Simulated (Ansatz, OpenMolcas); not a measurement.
**A ladder of methods for SiH4S (Si(SH)H3)**

The species is SiH4S (6 atoms), meant as a singlet with charge 0. SMILES: `[H][Si]([H])([H])S`. The shape is that of a GFN2-xTB optimisation.

Each level gives the vertical energy of the triplet above the singlet (eV). The values are calculated.

```csv
level,kind,program,value (eV),less FCI/STO-3G,CPU time (all runs)
PBE/STO-3G,GGA,Ansatz,7.55,-0.24,4 s
BHLYP/STO-3G,global hybrid,Ansatz,7.65,-0.14,3.6 s
PBE0/STO-3G,global hybrid,OpenMolcas,7.64,-0.15,14 s
CAM-B3LYP/STO-3G,range-separated hybrid,Ansatz,7.62,-0.17,4.5 s
wB97X/STO-3G,range-separated hybrid,Ansatz,7.69,-0.10,19 s
MP2/STO-3G,perturbation theory,Ansatz,7.75,-0.04,0.34 s
CCSDTQ/STO-3G,coupled cluster or CI,Ansatz,7.79,0.00,44 s
FCI/STO-3G,exact in the basis,Ansatz,7.79,0.00,6 s
```

FCI/STO-3G is exact within its basis and frozen core, so for wave-function methods in that basis the difference is their error; functionals converge differently with the basis, so for them it is only a difference. The values span 7.55 to 7.79 eV. A triplet this far above the singlet is often a Rydberg-like or dissociative state; sets without diffuse functions put Rydberg states too high. All rows use very small basis sets, so even the best lies far from the true value. Times are those of the runs behind each value, whatever else they computed, on shared processors of several kinds: orders of magnitude only.
